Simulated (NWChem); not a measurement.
# Correlation energy of Si (+1)

```
Si
```
Charge +1, spin multiplicity 2.

All runs are NWChem calculations.

Basis set: cc-pVDZ. Each correlation energy counts from its own Hartree-Fock reference.

The correlated methods keep 5 core orbitals frozen. The stability of the SCF solutions was not checked. Open-shell Hartree-Fock references start from PBE0 orbitals. Coupled-cluster values serve here as a point of comparison, not as the truth.

One of these methods gave a correlation energy of -34.8 mHa. Which?
(A) SCS-UMP2
(B) CCSD on UHF
(C) UMP2
(D) CCSDT on ROHF

C, UMP2. The others give -58.3 (CCSDT on ROHF), -39.8 (SCS-UMP2), -53.2 (CCSD on UHF).
